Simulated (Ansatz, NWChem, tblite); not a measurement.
**Relative energies of HNO3 isomers**

2 of its isomers, all singlets with charge 0: A = nitric acid `O=[N+]([O-])O`; B = peroxynitrous acid `O=NOO`.

Shapes, held fixed at every level: PBE0-D4/def2-TZVP. Flexible molecules stand in one conformer, not always the lowest. Programs: Ansatz 0.2.0, NWChem 7.3.0, tblite 0.8.0.

Enthalpies at 298 K in kJ/mol, with harmonic thermal terms from PBE0-D4/def2-TZVP. Measured gas-phase heats of formation: A Active Thermochemical Tables; B Active Thermochemical Tables.

**Question.** Which isomer should be the most stable, and roughly by how much?

**Answer.** A < B in rising energy, over a span of 121 kJ/mol, by experiment. HF/STO-3G puts B lowest. A flexible isomer may stand in a higher conformer, which biases the errors below by several kJ/mol. Absolute errors: B3LYP/6-31G* (Cartesian functions) 3.6; HF/def2-SVP 25.6; PBE0/def2-SVP 33.0; HF/3-21G 89.3; GFN1-xTB 91.8; HF/STO-3G 278.2 kJ/mol. GFN1-xTB strays far from the other rows.

| level | kind | B − A |
| --- | --- | --- |
| GFN1-xTB | semi-empirical | +213.2 |
| HF/STO-3G | Hartree–Fock | -156.8 |
| HF/3-21G | Hartree–Fock | +32.1 |
| HF/def2-SVP | Hartree–Fock | +147.0 |
| PBE0/def2-SVP | global hybrid | +154.4 |
| B3LYP/6-31G* (Cartesian functions) | global hybrid | +117.8 |
| measured | experiment | +121.4 |
